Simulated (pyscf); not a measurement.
**Routes from H₃C–ZnH + NH₃**

Candidate steps break at most two bonds and form at most two. Each was searched with GFN2-xTB (tblite) first. Optimised with ωB97X-D3(BJ)/def2-SVP in PySCF. Energies: ωB97M-D3(BJ)/def2-TZVP, eV, from the separated reactants, singlet surface; ΔG‡ with ideal gas, 1 atm, RRHO with modes under 100 cm⁻¹ raised to 100, one conformer, R ln 2 for chiral ones without a mode under 150 cm⁻¹.

```tsv
products	type	ΔE‡	ΔE	ΔG‡ 298 K	ΔG‡ 900 K	ν‡ (cm⁻¹)
H₃C–Zn–NH₂ + H₂	four-centre exchange	1.15	+0.07	1.43	2.16	1355i
CH₄ + H₂N–ZnH	four-centre exchange	1.16	-0.40	1.44	2.19	1570i
```

Row 1: On the reactant side the descent ends in an adduct with a N–Zn contact, 0.50 eV under the separated species and 1.58 eV under the saddle at ωB97X-D3(BJ)/def2-TZVP. Row 2: On the reactant side the descent ends in an adduct with a N–Zn contact, 0.49 eV under the separated species and 1.61 eV under the saddle at ωB97X-D3(BJ)/def2-TZVP. 

Plain bond fissions and candidates not yet searched are not listed, and one of them may be faster. Each barrier is that of the saddle found; lower ones may exist. Elements up to Kr have no core potential and no relativistic terms here.
